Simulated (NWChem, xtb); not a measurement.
**CH5AlO (AlH2(OMe)): the dipole moment, rung by rung**

CH5AlO has 8 atoms, charge 0, and is taken as a singlet. SMILES: `[H][Al]([H])[O]C`. The shape comes from GFN2-xTB, which is rough for such elements, and wasn't checked as a minimum.

Quantity: the dipole moment, in D. The values are calculated.

```csv
level,kind,program,value (D),CPU time
GFN2-xTB,semi-empirical,xtb,1.51,under 2 s
GFN0-xTB,semi-empirical,xtb,1.42,under 2 s
GFN1-xTB,semi-empirical,xtb,0.92,under 2 s
HF/STO-3G,Hartree–Fock,NWChem,0.20,1.4 s
HF/3-21G,Hartree–Fock,NWChem,1.29,1.7 s
HF/def2-SVP,Hartree–Fock,NWChem,1.33,5.7 s
PBE/6-31+G* (spherical functions),GGA,NWChem,1.23,31 s
TPSS/3-21G,meta-GGA,NWChem,1.86,14 s
B3LYP/6-31G* (spherical functions),global hybrid,NWChem,1.34,19 s
B3LYP/6-31G* (Cartesian functions),global hybrid,NWChem,1.35,20 s
```

The values span 0.20 to 1.86 D. Magnitudes only. Sets without polarisation functions give poor dipoles. Times are those of the runs behind each value, whatever else they computed, on shared processors of several kinds: orders of magnitude only.
